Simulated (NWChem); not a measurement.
# Total energies of CS

```
C
S 1 1.5389
```
Charge 0, spin multiplicity 1.

The numbers come from NWChem runs, not from measurements. All single points use one geometry, from B3LYP/def2-SVP, a minimum by its harmonic frequencies.

Basis set: 6-311G** (44 functions).

| method | total energy (Ha) |
|---|---|
| RHF | -435.33519 |
| MP2 | -435.58538 |
| B2PLYP | -436.05703 |
| PBE | -436.01007 |
| B3LYP | -436.24615 |
| PBE0 | -436.03533 |
| CCSD(T) | -435.61729 |

Total energies of different functionals aren't comparable as a measure of quality: only differences taken within one method are. 

The correlated methods keep 6 core orbitals frozen. B3LYP has NWChem's definition, with VWN1-RPA local correlation. The Pople sets run with spherical d functions. The structure started from a generated list of species. No row is a measurement; the coupled-cluster row has its own basis-set and correlation limits.
